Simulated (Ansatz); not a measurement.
## Which is lower?

Two relaxed structures of CH₃MgS, doublet (PBE0-D4/def2-TZVP; forces vanish, vibrations not checked).

A:

```
6
angstrom
C -0.7465 -0.1985 -1.0032
S 0.2478 -0.8298 0.1485
Mg 0.4531 1.5064 -0.7674
H -1.5329 -0.8651 -1.3687
H 3.0680 0.4040 2.6464
H 2.5646 0.2881 2.1065
```

B:

| atom | x (Å) | y (Å) | z (Å) |
| --- | --- | --- | --- |
| C1 | 0.0853 | -0.5740 | -0.3313 |
| S2 | -0.0355 | -2.2343 | 0.0815 |
| Mg3 | 1.2464 | 0.7754 | 0.6801 |
| H4 | -0.5240 | -0.3086 | -1.1940 |
| H5 | -0.8924 | -2.7096 | -0.8447 |
| H6 | 2.1947 | 1.9331 | 1.4866 |

Program: Ansatz 0.2.0. Basis: def2-TZVPP. Cores are frozen in the correlated methods; orbitals are unrestricted. The outer core shell of Li, Na, Mg and K is correlated. The def2 sets are not built for correlating such inner shells, so the correlated values are less sure here. B3LYP uses VWN-RPA correlation.

Which structure is lower at CCSD(T), and by how much? (Judge from chemistry; the value comes from the calculation.)

Computed: B, by 27.2 kJ/mol (electronic energy, against the other). By their contacts, A is a complex of CHMgS ([CH]1[Mg][S]1) + H₂ and B is CH₃MgS ([MgH][CH][SH]).

All methods give the same order:

```csv
method,E(B) − E(A) (kJ/mol)
PBE-D4,-40.3
r2SCAN-D4,-43.8
PBE0-D4,-48.2
B3LYP-D4,-45.0
wB97M-V,-49.5
HF,-37.2
MP2,-15.1
CCSD,-35.9
CCSD(T),-27.2
```

T1 diagnostic: at most 0.019. ⟨S²⟩ of the unrestricted Hartree–Fock references: 0.76 to 0.77 (a pure state has 0.75).

Labels in which every atom is bracketed show which atoms are joined, not bond orders.

For scale, one of the runs: CCSD(T)/def2-TZVPP, 147 basis functions, launched by `ansatz run in.yaml --threads 2 --pin off --events-out ev --progress --plain --max-ram 4352MiB`. Hardware: 2 CPU threads of an Arm Neoverse V1, shared host. Wall time 90 s; peak host memory 2.3 GiB.
